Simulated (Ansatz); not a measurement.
Input for Ansatz (development build ahead of 0.2.0):

```yaml
crystal:
  periodic: [false, false, false]
  atoms:
    - { symbol: Li, position_ang: [0.0, 0.0, 1.36153] }
    - { symbol: Li, position_ang: [0.0, 0.0, -1.36153] }
basis:
  gaussian: { orbitals: cc-pCVTZ }
hamiltonian:
  xc: hf
correlation:
  method: mp2
  frozen_orbitals: { Li: 0 }
output:
  forces: true
```

The input is written out in the form of the current development build from the run's settings.

Results

* Converged: yes
* Reference energy: -14.87167 hartree
* Correlation energy: -0.09618 hartree
* Total energy: -14.96785 hartree
* Spin squared of the determinant: 0.000
* Stability test: minimum among restricted orbitals
* Occupied orbitals by symmetry in an Abelian subgroup (alpha; beta): 2 Ag 1 B1u; 2 Ag 1 B1u

Forces (eV/Å):
```tsv
atom	Fx	Fy	Fz
Li1	0.000	0.000	0.003
Li2	0.000	0.000	-0.003
```
